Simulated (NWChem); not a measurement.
Species: N2H cation; SMILES N#[NH+]

```xyz
3

N      0.0000     0.0000     0.6578
N      0.0000     0.0000    -0.4350
H      0.0000     0.0000    -1.4794
```
Atoms are numbered in this order, from 1.

Coordinates come from a PBE0/def2-SVP optimisation.

**Question.** List the 6 lowest vertical singlet excitations and the 6 lowest triplet ones from B3LYP/6-31+G* (spherical d), TDA (NWChem).

**Answer.** 
| state | energy (eV) | oscillator strength | leading excitation (squared amplitude) |
|---|---|---|---|
| S1 | 9.45 | 0.000 | HOMO−2 → LUMO+1 (0.50) |
| S2 | 9.86 | 0.000 | HOMO−2 → LUMO (0.48) |
| S3 | 9.86 | 0.000 | HOMO−2 → LUMO+1 (0.48) |
| S4 | 10.47 | 0.057 | HOMO → LUMO (0.98) |
| S5 | 10.47 | 0.057 | HOMO → LUMO+1 (0.98) |
| S6 | 13.52 | 0.019 | HOMO → LUMO+2 (0.95) |
| T1 | 7.51 | spin-forbidden | HOMO−2 → LUMO (0.49) |
| T2 | 7.81 | spin-forbidden | HOMO → LUMO+1 (0.99) |
| T3 | 7.81 | spin-forbidden | HOMO → LUMO (0.99) |
| T4 | 8.26 | spin-forbidden | HOMO−2 → LUMO (0.48) |
| T5 | 8.26 | spin-forbidden | HOMO−2 → LUMO+1 (0.48) |
| T6 | 9.45 | spin-forbidden | HOMO−2 → LUMO+1 (0.50) |
